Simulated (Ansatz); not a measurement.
# LiO: the cost of one run

Computed with the Python package of Ansatz 0.2.0. The levels of theory stand in the script.

## Step 1: The system

Bond lengths: Li1–O2 1.885 Å.

The script holds or builds the structure itself.

## Step 2: Script

basis.py

```python
'''Basis-set convergence for LiO.'''

import ansatz as az

mol = (
    az.Crystal.molecule()
    .atom('Li', [0.0, 0.0, 0.0])
    .atom('O', [0.0, 0.0, 1.885])
)

calc = (
    mol.calculation()
    .functional('b3lyp')
    .spin('collinear', total=1)
    .accuracy('medium')
)

energies = {}
for basis in ['STO-3G', '6-31G', '6-31G*', 'def2-SVP', 'def2-SVPD', 'def2-TZVP', 'def2-TZVPP']:
    summary = calc.basis(gaussian=basis).run(threads=1).report
    size = summary['n_frozen'] + summary['n_occupied'][0] + summary['n_virtual'][0]
    energies[basis] = (summary['reference_energy_ev'] / 27.211386246, summary['free_energy_ev'] / 27.211386246)
    print(f'{basis:14s} {size:4d} orbitals  reference {energies[basis][0]:14.6f} Ha  total {energies[basis][1]:14.6f} Ha')

last = energies['def2-TZVPP'][1]
for basis, (_, total) in energies.items():
    print(f'{basis:14s} lies {27.211386 * (total - last):9.4f} eV above def2-TZVPP')
```

## Step 3: Launch

Command:

```bash
$ python basis.py
```

**Question.** How long does this script take on 1 thread of Intel Xeon Platinum 8259CL at 2.50GHz (Skylake/Cascade Lake), shared host, and how much memory does it need?

About 7.5 s, with a peak of 0.17 GiB.
